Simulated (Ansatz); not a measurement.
Dimethylformamide, C3H7NO from Hartree–Fock to CCSD(T)

```xyz
12

C    -0.9081   -1.0187    0.0259
N     0.1367   -0.0337   -0.0722
C    -0.1023    1.2607    0.5011
C     1.3032   -0.3340   -0.6876
O     1.5818   -1.3976   -1.1932
H    -0.5632   -1.9309   -0.4576
H    -1.8193   -0.6673   -0.4690
H    -1.1443   -1.2300    1.0738
H    -0.9663    1.7461    0.0342
H     0.7721    1.8953    0.3496
H    -0.2935    1.1872    1.5771
H     2.0034    0.5229   -0.6820
```

The species carries charge 0 and has multiplicity 1. All single points use the PBE0-D4/def2-TZVP geometry. It is one conformer, not always the lowest. Frozen core, restricted reference, Ansatz. CBS rows extrapolate triple and quadruple zeta; past MP2 they add the triple-zeta difference.

```csv
basis,HF (Eh),MP2 corr.,CCSD corr.,(T),CCSD(T) total
def2-SVP,-246.80935,-0.76619,-0.81038,-0.02568,-247.64541
def2-TZVPP,-247.09186,-0.94953,-0.98061,-0.04136,-248.11383
def2-QZVPP,-247.10345,-1.01500,–,–,–
CBS(def2),-247.10504,-1.06350,-1.09459,as TZ,-248.24099
```
